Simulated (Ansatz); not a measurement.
Structure relaxation of Ta2C3

Level of theory: Ansatz 0.2.0, DFT PBE, scalar-relativistic, plane waves, PAW. Cutoff 420 eV, Γ-centred k mesh, Gaussian smearing, no spin polarisation in the final step.

The start is a random cell of Ta2C3 with space group P-62m (No. 189), drawn with lower limits on the distances.

```xyz
5
Lattice="4.1882 0.0000 0.0000 -2.0941 3.6271 0.0000 0.0000 0.0000 3.8868" Properties=species:S:1:pos:R:3 pbc="T T T"
Ta    0.0000    0.0000    0.9717
Ta    0.0000    0.0000    2.9151
C     1.3961    0.0000    0.0000
C    -0.6980    1.2090    0.0000
C     1.3961    2.4181    0.0000
```

Cell and atoms relax at zero pressure; the relaxation can't lower the symmetry of the start. After a coarse first stage the cell is made exact in the group found at 0.06 Å.

Formation energies are uncorrected and refer to the elements' standard structures at the same level.

Q: Which crystal results?

A: It ends in P6/mmm (No. 191). Conventional cell: a = 3.542 Å, c = 5.622 Å. Around Ta lie 6 C at 2.25 Å; around C lie 4 C at 1.77 Å and 4 Ta at 2.25 Å.

Space group P6/mmm (No. 191). a = 3.542 Å, b = 3.542 Å, c = 5.622 Å, α = 90.00°, β = 90.00°, γ = 120.00°
```tsv
atom	site	symmetry	x	y	z
Ta	2e	6mm	0.0000	0.0000	0.2478
C	3f	mmm	0.5000	0.0000	0.0000
```

Q: What are its volume, energy, density and gap?

A: The volume per atom is 12.21 Å³ and the density is 10.82 g/cm³. The energy over the elements is 1.48 eV/atom. The gap on the 12×12×8 mesh is 0 eV (a metal).

The final run used a 12×12×8 mesh on its 5-atom cell and 0.10 eV smearing. For metals, differences of a few meV/atom aren't resolved. Spin–orbit coupling is left out. Symmetry constrained the relaxation, so the result can be a saddle point.

Cost: 3 runs of about 0.99 core-minutes in all, on Intel Xeon 6975P-C (Granite Rapids) (shared hosts).